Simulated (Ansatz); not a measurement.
Input file for Ansatz (a program for electronic structure): R-CCSD(T)/aug-cc-pVDZ on C6H8O (a complex).

Ansatz 0.2 input:
```yaml
crystal:
  periodic: [false, false, false]
  atoms:
    - {symbol: C, position_ang: [1.28671241, -0.55310315, -1.20755700]}
    - {symbol: H, position_ang: [1.40275741, -1.08082815, -2.14414500]}
    - {symbol: C, position_ang: [0.98450841, 0.80780585, -1.20789500]}
    - {symbol: H, position_ang: [0.86352941, 1.33497985, -2.14405400]}
    - {symbol: C, position_ang: [0.83385441, 1.48867985, 0.00000000]}
    - {symbol: H, position_ang: [0.59803041, 2.54395085, 0.00000000]}
    - {symbol: C, position_ang: [0.98450841, 0.80780585, 1.20789500]}
    - {symbol: H, position_ang: [0.86352941, 1.33497985, 2.14405400]}
    - {symbol: C, position_ang: [1.28671241, -0.55310315, 1.20755700]}
    - {symbol: H, position_ang: [1.40275741, -1.08082815, 2.14414500]}
    - {symbol: C, position_ang: [1.43821341, -1.23316915, 0.00000000]}
    - {symbol: H, position_ang: [1.67505141, -2.28840215, 0.00000000]}
    - {symbol: O, position_ang: [-4.98004159, -0.52031715, 0.00000000]}
    - {symbol: H, position_ang: [-4.81523759, -1.46503915, 0.00000000]}
    - {symbol: H, position_ang: [-4.09274059, -0.14872715, 0.00000000]}
basis:
  gaussian:
    orbitals: aug-cc-pVDZ
magnetization: {spin_polarized: false}
correlation: {method: ccsd_t, electrons: outside_noble_gas}
scf: {lower_state_search: off}
```

It printed:

```
WARN ansatz: RAYON_NUM_THREADS=6 ignored (pool sized by the plan → 6); use --threads N
Functional definition: HF
these checks for a lower state are left out or cut short: stability, starts, cluster_reference, orbital_swaps, neighbouring_geometries, increment
integrals: 1.56 GiB planned
2323 factors; integrals over basis functions are off by at most 7.7e-4 eV
mean field: 1.02 GiB planned
mean field evaluation 1: about -8341.1786 eV, gradient 5.1e1 eV
mean field evaluation 2: about -8341.1781 eV, gradient 5.1e1 eV
mean field evaluation 4: about -8347.5720 eV, gradient 4.7e0 eV
mean field evaluation 8: about -8347.6380 eV, gradient 1.5e-4 eV
mean field -8347.63797131 eV, -306.7700372133 hartree, gradient 1.7e-6 eV, S^2 0.000000; 0 other end points of the search recorded, 0 dependent functions left out
7 core orbitals not correlated
reference -8347.63797131 eV, -306.7700372133 hartree; 19, 19 occupied and 207, 207 virtual orbitals, 2323 factors
second order -28.03147728 eV of doubles, -0.00000000 eV of singles
coupled cluster: 3.81 GiB planned
cycle   1  -28.31300557 eV  change   -2.8e-1 eV  update   1.2e-1
cycle   2  -29.05375594 eV  change   -7.4e-1 eV  update   3.7e-2
cycle   3  -29.22299242 eV  change   -1.7e-1 eV  update   1.6e-2
cycle   4  -29.21979926 eV  change    3.2e-3 eV  update   4.5e-3
cycle   5  -29.22219886 eV  change   -2.4e-3 eV  update   1.6e-3
cycle   6  -29.22230649 eV  change   -1.1e-4 eV  update   4.0e-4
cycle   7  -29.22215664 eV  change    1.5e-4 eV  update   1.2e-4
cycle   8  -29.22216618 eV  change   -9.5e-6 eV  update   3.4e-5
perturbative correction -1.22768641 eV, -0.0451166434 hartree
Total energy: -8378.08782389 eV, -307.8890486562 hartree
Checks for a lower state left out: stability, starts, cluster_reference, orbital_swaps, neighbouring_geometries, increment
```

Self-consistency was reached.

Cost: around 4 core-minutes (rough).
